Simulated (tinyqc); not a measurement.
Inside a calculation. Method: UHF in the sto-6g basis, for CH3, spin multiplicity 2. One step of it, computed by the program tinyqc.

Question. Iteration 2: DIIS coefficients. Solve [B -1; -1 0][c; lambda] = [0; -1] for the coefficients, which sum to one.

B (overlaps of the stored error matrices):
```
,1,2
1,5.5620734e-01,3.8984302e-02
2,3.8984302e-02,1.3435963e-02
```

Give: DIIS coefficients.

Answer.

DIIS coefficients: -0.052  1.052
